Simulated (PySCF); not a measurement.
**Fluorine: a sound run and one with changed settings**

Sound run: F [He] 2s2 2p5, F+ [He] 2s2 2p4. Computed with PySCF 2.14 in x2c-TZVPall, with the spin-free X2C one-electron Hamiltonian (Gaussian nucleus). In the sound run the correlated levels freeze 1s2. The sound run starts from symmetry-adapted Hartree-Fock orbitals and uses a fine grid where one is needed.

A second run was set up differently.

| species | method | sound run (hartree) | changed run (hartree) | converged |
| --- | --- | --- | --- | --- |
| F | MP2 | -99.69685 | -99.71555 | yes |
| F | CCSD(T) | -99.71230 | -99.73141 | yes |
| F+ | MP2 | -99.06494 | -99.08332 | yes |
| F+ | CCSD(T) | -99.08260 | -99.10142 | yes |

Ionisation energy of F:

```csv
method,sound run (eV),changed run (eV)
UHF,15.641,15.641
MP2,17.195,17.204
SCS-MP2,17.180,17.183
CCSD,17.093,17.101
CCSD(T),17.135,17.143
```

Task: What was changed?
A. minimal basis
B. a valence shell is frozen
C. all electrons correlated in a valence basis
D. basis contracted for another Hamiltonian

Result: C. A valence basis has no tight correlating functions, so it recovers only part of the core correlation, and not evenly between atom and ion.
